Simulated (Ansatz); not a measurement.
C3H6N, SMILES `C=C[N]C` radical. Charge 0, multiplicity 2.

Z-matrix (Å, degrees):
```
C
N 1 1.430
H 1 1.096 2 109.3
H 1 1.096 2 109.2 3 115.6
H 1 1.100 2 114.3 3 -122.2
C 2 1.307 1 117.0 3 122.0
C 6 1.387 2 121.6 1 180.0
H 6 1.099 2 120.2 1 -0.0
H 7 1.083 6 119.7 2 0.0
H 7 1.082 6 121.1 2 -180.0
```

Task: What are the harmonic wavenumbers in cm⁻¹ at PBE0-D4/def2-TZVP (Ansatz, finite differences of forces, unscaled)? (An estimate is asked.)

Result: The calculation gave: 157, 236, 325, 553, 559, 808, 920, 982, 1092, 1098, 1146, 1221, 1353, 1413, 1460, 1466, 1486, 1502, 2985, 3028, 3069, 3078, 3174, 3282.

Task: Is this a minimum?

Result: Yes, all 24 modes are real.

Task: Give the ideal-gas thermochemistry at 298.15 K and 1 bar (rigid rotor, harmonic oscillator; point group Cs, symmetry number 1).

Result: Zero-point energy 217.7 kJ/mol; H(298) − E = 233.3 kJ/mol; entropy 294.6 J/(mol·K), of which translation 159.1, rotation 98.4, vibration 31.4, electronic 5.8; G(298) − E = 145.5 kJ/mol.

Task: And at 400, 500, 600, 800 and 1000 K?

Result: 
| T (K) | H − E (kJ/mol) | S (J/mol/K) | G − E (kJ/mol) |
| --- | --- | --- | --- |
| 400 | 242.3 | 320.2 | 114.2 |
| 500 | 252.8 | 343.7 | 81.0 |
| 600 | 265.0 | 365.9 | 45.5 |
| 800 | 293.3 | 406.4 | -31.8 |
| 1000 | 325.4 | 442.2 | -116.8 |
